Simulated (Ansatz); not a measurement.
## Where CCSD(T) holds and where it slips

Each species is computed at the geometry given (Å), with frozen cores, in Ansatz 0.2.0: RHF-CCSD(T) for singlets, UHF-CCSD(T) otherwise, and full CI in the same basis. The program picks the determinant by a search with trial CCSD, so it needn't be the lowest Hartree–Fock solution. States: HNLi quartet Σ⁻ or Δ, HBeGa singlet A', Be2H doublet Σ⁺ or Δ, LiH2⁻ triplet B2, HCl⁺ doublet Π. Cases whose determinant has another symmetry than full CI's state, or lies over 0.5 eV above the lowest of its kind, whose (Q) step broke down or whose higher cluster runs on it stay over 0.1 eV above full CI weren't drawn. No relativity is included.

Problem. Judging by size, spin and bonding, rank them by the size of CCSD(T)'s error in total energy against full CI in the same basis, smallest first (an estimate).
A. HNLi, quartet, 6-31G: N 0.000 0.000 0.629; Li 0.000 0.000 -3.074; H 0.000 0.000 2.446
B. LiH2⁻, triplet, aug-cc-pVTZ: Li 0.000 0.000 -0.438; H 0.000 0.392 1.509; H 0.000 -0.392 1.509
C. Be₂H, doublet, cc-pVDZ: Be 0.000 0.000 0.303; Be 0.000 0.000 -2.136; H 0.000 0.000 1.833
D. HCl⁺, doublet, cc-pVDZ: Cl 0.000 0.000 0.000; H 0.000 0.000 4.457
E. HBeGa, singlet, cc-pVDZ: Ga 0.000 0.011 0.281; Be 0.000 -0.188 -2.005; H 0.000 0.919 -1.483

Solution. B (4.3 meV), D (8.6 meV), C (22.3 meV), A (29.7 meV), E (48.1 meV).

```tsv
species	basis	correlated electrons	CCSD(T) − full CI (meV)	CCSDT(Q) − full CI (meV)	unpaired electrons (full CI)	T1	⟨S²⟩ of the determinant
LiH2⁻, triplet	aug-cc-pVTZ	4	4.3	-0.1	2.01	0.026	2.00
HCl⁺, doublet	cc-pVDZ	7	8.6	-0.5	2.99	0.009	1.76
Be2H, doublet	cc-pVDZ	5	22.3	0.9	1.08	0.023	0.77
HNLi, quartet	6-31G	7	29.7	-0.2	3.56	0.072	4.54
HBeGa, singlet	cc-pVDZ	6	48.1	2.2	0.39	0.037	0.00
```

Unpaired electrons are Σ n²(2−n)² over natural occupations; an open shell counts its own unpaired electrons too. Frozen cores follow each run's orbitals, which moves totals by a few meV. No single determinant describes HCl⁺, doublet well, by full CI's occupations. RHF is unstable for HBeGa, singlet in cc-pVDZ: UHF reaches ⟨S²⟩ = 0.83.
